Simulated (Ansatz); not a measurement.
# AlBH₃ (doublet): from Hartree-Fock to the top rungs, cc-pVDZ

The task here is to estimate one member of a computed series from the others.

The runs use Ansatz 0.2.0, Gaussian basis; cc-pVDZ, core rule «outside noble gas», up to 6 orbitals frozen.

To be run: UHF; CCSD(T) on ROHF; CCSD(T) on UHF; BCCD(T) on ROHF; CISD; CCSDT(Q) on ROHF; CCSDT(Q) on UHF.

28 further runs of the same task are left out: 6 for a known fault of the program, 7 that didn't finish, 15 set aside as unsound or not needed.

## The geometry

The geometry is a PBE0/def2-TZVP stationary point (not a proven minimum).

5 atoms, charge 0, spin multiplicity 2.

Atoms are counted from 1 here; the program's logs count them from 0.

Bond lengths: B1–Al2 1.995 Å, B1–H3 1.197 Å, B1–H4 1.197 Å, Al2–H5 1.587 Å. Angles: Al2–B1–H3 119.3°, Al2–B1–H4 119.3°, H3–B1–H4 121.4°, B1–Al2–H5 180.0°.

The first run:

The input, in.yaml:

```yaml
crystal:
  periodic: [false, false, false]
  atoms:
    - {symbol: B, position_ang: [0.000000, 0.000000, 1.378062]}
    - {symbol: Al, position_ang: [0.000000, 0.000000, -0.616560]}
    - {symbol: H, position_ang: [0.000000, 1.043975, 1.963476]}
    - {symbol: H, position_ang: [0.000000, -1.043975, 1.963476]}
    - {symbol: H, position_ang: [0.000000, 0.000000, -2.203146]}
basis:
  gaussian: {orbitals: cc-pVDZ}
magnetization: {spin_polarized: true, initial_magnetization: 1}
hamiltonian: {xc: hf}
output: {orbitals: {seedname: orbitals}}
```

The run is started by

```
> ansatz run in.yaml --threads 1 --pin off --events-out ev --progress --plain --max-ram 2393MiB
```

Among the steps run: UHF; CCSD(T) on ROHF; CCSD(T) on UHF; BCCD(T) on ROHF; CISD; CCSDT(Q) on ROHF; CCSDT(Q) on UHF.

One of the session's tables, all rows but one given; the rest of the session is left out.

| method | from UCCSDT(Q) (kJ/mol) |
| --- | --- |
| ROHF | +483.1 |
| UHF | +477.1 |
| RMP2 | +105.6 |
| UMP2 | ? |
| CISD | +48.1 |
| RCCSD | +17.2 |
| UCCSD | +17.1 |
| RCCSD(T) | +3.9 |
| UCCSD(T) | +3.9 |
| BCCD(T) | +3.8 |
| RCCSDT | +0.7 |
| UCCSDT | +0.7 |
| RCCSDT(Q) | 0.0 |
| UCCSDT(Q) | 0 |

Q: Estimate the row for UMP2 from the others.

As computed: from UCCSDT(Q) (kJ/mol): +107.3. In the column «from UCCSDT(Q) (kJ/mol)» it lies between RMP2 (+105.6) and UHF (+477.1).

With the free atoms at the same levels and basis (separate runs), the atomisation energy is 11.777 eV at UCCSDT(Q), 11.758 eV at RCCSD(T), 11.756 eV at UCCSD(T), 9.891 eV at ROHF.

Caveats from the session: Restricted and unrestricted rows rest on different reference determinants; where their highest levels disagree by more than a few hundredths of an eV, they describe different states and don't form one ladder.
